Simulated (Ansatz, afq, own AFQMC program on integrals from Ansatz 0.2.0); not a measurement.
Two steps: Ansatz 0.2.0 writes the Fock matrix and Cholesky factors of the valence space, and afq projects on them the lowest state that overlaps trial and start.

```yaml
crystal:
  periodic: [false, false, false]
  atoms:
    - {symbol: N, position_ang: [-0.346976, 0.996602, 0.031395]}
    - {symbol: Sc, position_ang: [0.300272, -0.848610, -0.039928]}
    - {symbol: F, position_ang: [1.732328, -1.312717, 1.005641]}
    - {symbol: F, position_ang: [-0.549790, -2.032188, -1.151492]}
    - {symbol: H, position_ang: [0.034258, 1.748409, 0.603409]}
    - {symbol: H, position_ang: [-1.128091, 1.384403, -0.495225]}
basis:
  gaussian: {orbitals: def2-TZVP}
total_charge: 1
magnetization: {spin_polarized: true, initial_magnetization: 1}
correlation: {method: ccsd_t, electrons: outside_noble_gas, hamiltonian_folder: ham}
```

```sh
$ ansatz run in.yaml --threads 1 --pin off --events-out ev --progress --plain --max-ram 16896MiB --backend cuda --devices 0, --max-vram 18GiB
```

afq runs on the folder ham with

```
--method phaseless --trial cisd --walkers 400 --populations 10 --least-time 60 --time-step 0.005 --steps-per-block 50 --equilibration-blocks 40 --max-blocks 4000 --target-error 0.00029 --factor-cut 1e-05 --start spin_pure --seed 2517 --release-times 0.24,0.48,0.8,1.2 --release-step 0.04 --release-every 5 --taylor-order 6
```

Times are imaginary, in 1/Eh. The walk had a cap of 322 s. With eight or more populations the least sampling time is a fifth of least-time, and the error comes from their spread.

Output of the walk:

```
orbitals 138  electrons 12 11  factors 1075 of 1150
reference energy -1014.27366585 Eh
CCSD correlation -0.75409590 Eh in 15 cycles, weight of the determinant in the CISD state 0.8420
energy of the start -1015.026965 Eh
 block  time / (1/Eh)  mean weight  energy / Eh
     1     0.250  1.0009  -1015.018536
     2     0.500  1.0005  -1015.039428
     3     0.750  0.9975  -1015.043872
     4     1.000  1.0023  -1015.048948
     5     1.250  0.9988  -1015.051829
     7     1.750  0.9992  -1015.049906
     9     2.250  1.0000  -1015.047310
    15     3.750  0.9977  -1015.050370
    29     7.250  1.0011  -1015.050985
    36     9.000  1.0006  -1015.067111
    43    10.750  1.0016  -1015.057409
    57    14.250  0.9995  -1015.065148
    71    17.750  0.9994  -1015.052978
    85    21.250  0.9990  -1015.049179
    99    24.750  1.0001  -1015.051854
   113    28.250  0.9955  -1015.054195
   127    31.750  1.0001  -1015.057830
   141    35.250  0.9985  -1015.053414
   155    38.750  1.0008  -1015.049903
   169    42.250  0.9985  -1015.044993
   183    45.750  0.9977  -1015.045692
   190    47.500  0.9999  -1015.042734
   197    49.250  1.0033  -1015.057500
   211    52.750  0.9982  -1015.051662
   225    56.250  0.9988  -1015.045040
   239    59.750  0.9968  -1015.050572
   253    63.250  0.9995  -1015.057057
   267    66.750  0.9992  -1015.059471
   281    70.250  0.9977  -1015.048049
error from the spread of 10 populations
released: time / (1/Eh)  energy / Eh  error  mean overlap
  0.24  -1015.051864  0.000802  0.9983
  0.48  -1015.053573  0.000809  0.9845
  0.80  -1015.054378  0.001579  0.9686
  1.20  -1015.060877  0.001626  0.9142
energy -1015.052480 +/- 0.000800 Eh
(rows thinned)
```

The run passed its tests (sampling time, drift between the halves within three errors, error under three times the target), which doesn't prove that it has relaxed, ending at its cap on processor time. The second half of the sampling lies above the first by 2.0 errors of their difference, so the energy may still be moving and its error bar be too small.

Against this walk (error 21.8 meV) on the same determinant: CCSD(T) 5.0 meV higher (within the noise). The error is statistical and leaves out the bias of the constraint. None of these is a sure reference here. The released energies are still falling (meV from the phaseless value at times in 1/Eh: 17 ± 22 at 0.24, -30 ± 22 at 0.48, -52 ± 43 at 0.80, -228 ± 44 at 1.20), so they give no level.

Cautions: constraint bias not in the error; error above the target (21.8 against 7.9 meV); no relativity below Rb; outer-core shells of the metal frozen; higher spins were not checked.

The walk took 5.4 min on 1 × NVIDIA H100 80GB HBM3 with 2 threads of AMD EPYC 7R13 Processor (Zen 3), with other jobs on the host (the card was shared). The log's last line is the phaseless energy.
